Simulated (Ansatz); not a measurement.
Relaxation of FH₃OSi (6 atoms, charge 0, multiplicity 1), to a largest force component of 0.02 eV/Å in at most 40 steps.

Theory: Ansatz 0.2.0, RKS PBE0-D4/def2-SVP.

```xyz
6
Properties=species:S:1:pos:R:3
Si 0.000 0.000 0.000
O 0.000 0.000 1.680
H -0.909 -0.281 2.017
F 1.499 0.000 -0.529
H -0.688 1.191 -0.486
H -0.688 -1.191 -0.486
```

Where does it end, and by what steps?

The run converged. After 11 steps the energy has fallen by 0.234 eV; H3 moved furthest, 0.65 Å.

```tsv
step	energy less start (eV)	largest force component (eV/Å)	accepted
0	0.0000	1.962	yes
1	-0.0986	0.675	yes
2	-0.1236	0.354	yes
3	-0.1340	0.435	yes
4	-0.1372	0.392	yes
5	-0.1736	0.208	yes
6	-0.1781	0.732	yes
7	-0.2254	0.168	yes
8	-0.2324	0.099	yes
9	-0.2312	0.151	no
10	-0.2335	0.022	yes
11	-0.2336	0.002	yes
```

```xyz
6
Properties=species:S:1:pos:R:3
Si -0.131 0.045 -0.022
O -0.456 0.222 1.584
H -0.324 -0.536 2.160
F 1.464 -0.125 -0.262
H -0.576 1.294 -0.680
H -0.762 -1.181 -0.584
```

Run time: 17 s on 1 thread of Arm Neoverse V2, with other jobs on the host, peak memory 0.13 GiB.
